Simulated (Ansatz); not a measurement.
**H2O (triplet): from Hartree-Fock to the top rungs at distance H1–H2 along a hydrogen transfer = 1.112 Å, cc-pVDZ**

How much of the correlation energy of H2O (triplet) does each wave-function method recover here?

Method: cc-pVDZ, core rule «outside noble gas», up to 1 orbitals frozen; program: Ansatz 0.2.0, Gaussian basis.

Plan: UHF; CCSD(T) on ROHF; CCSD(T) on UHF; BCCD(T) on ROHF; CISD; CCSDT(Q) on ROHF; CCSDT(Q) on UHF; CCSDTQ on ROHF; CCSDTQ on UHF; CASSCF and MRCISD+Q, 4 electrons in 4 orbitals; CASSCF and NEVPT2, 4 electrons in 4 orbitals; CASSCF and MRCISD+Q, 8 electrons in 6 orbitals; CASSCF and NEVPT2, 8 electrons in 6 orbitals; Full CI.

## (1) The geometry

The geometry derives from fragments relaxed apart (PBE0/def2-TZVP) and kept rigid, so it is no stationary point. A hydrogen atom is moved between rigid fragments.

3 atoms, charge 0, spin multiplicity 3.

Atoms are counted from 1 here; the program's logs count them from 0.

Bond lengths: H2–O3 1.137 Å.

## (2) UHF

in.yaml reads:

```yaml
crystal:
  periodic: [false, false, false]
  atoms:
    - {symbol: H, position_ang: [0.000000, 0.000000, -1.120333]}
    - {symbol: H, position_ang: [0.000000, 0.000000, -0.008333]}
    - {symbol: O, position_ang: [0.000000, 0.000000, 1.128667]}
basis:
  gaussian: {orbitals: cc-pVDZ}
magnetization: {spin_polarized: true, initial_magnetization: 2}
hamiltonian: {xc: hf}
output: {orbitals: {seedname: orbitals}}
```

On the command line:

```console
> ansatz run in.yaml --threads 1 --pin off --events-out ev --progress --plain --max-ram 4096MiB --backend cpu
```

The runs that follow: CCSD(T) on ROHF; CCSD(T) on UHF; BCCD(T) on ROHF; CISD; CCSDT(Q) on ROHF; CCSDT(Q) on UHF; CCSDTQ on ROHF; CCSDTQ on UHF; CASSCF and MRCISD+Q, 4 electrons in 4 orbitals; CASSCF and NEVPT2, 4 electrons in 4 orbitals; CASSCF and MRCISD+Q, 8 electrons in 6 orbitals; CASSCF and NEVPT2, 8 electrons in 6 orbitals; Full CI.

Q: Predict the results of all the runs planned. Wanted: FCI below the RHF energy; RMP2 from FCI; UMP2 from FCI; RCCSD from FCI; RCCSD(T) from FCI; UCCSD(T) from FCI; RCCSDT(Q) from FCI; UCCSDT(Q) from FCI; NEVPT2 pair from FCI.

**Answer**, as computed:

| quantity | value |
| --- | --- |
| FCI below the RHF energy | -5.2174 eV |
| RMP2 from FCI | +13.99 kcal/mol |
| UMP2 from FCI | +14.87 kcal/mol |
| RCCSD from FCI | +2.18 kcal/mol |
| RCCSD(T) from FCI | +0.46 kcal/mol |
| UCCSD(T) from FCI | +0.39 kcal/mol |
| RCCSDT(Q) from FCI | +0.01 kcal/mol |
| UCCSDT(Q) from FCI | -0.01 kcal/mol |
| NEVPT2 pair from FCI | +10.48 kcal/mol |
| MRCISD+Q pair from FCI | +0.50 kcal/mol |
| NEVPT2 valence from FCI | +15.71 kcal/mol |
| levels within 1 kcal/mol (43 meV) | RCCSD(T), UCCSD(T), BCCD(T), RCCSDT, UCCSDT, RCCSDT(Q), UCCSDT(Q), RCCSDTQ, UCCSDTQ, MRCISD+Q pair, MRCISD+Q valence |
| T1 diagnostic | 0.035 |
| effectively unpaired electrons | 2.02 |

**Reading.** RCCSD(T) misses by +0.46 kcal/mol, 0.4 % of the correlation energy. One determinant dominates. Of the multireference levels listed MRCISD+Q valence comes nearest in total energy (+0.35 kcal/mol), which doesn't show that its space is the better one. These misses are within one basis, not against nature; the frozen cores of restricted and unrestricted runs differ, which can shift their rows.
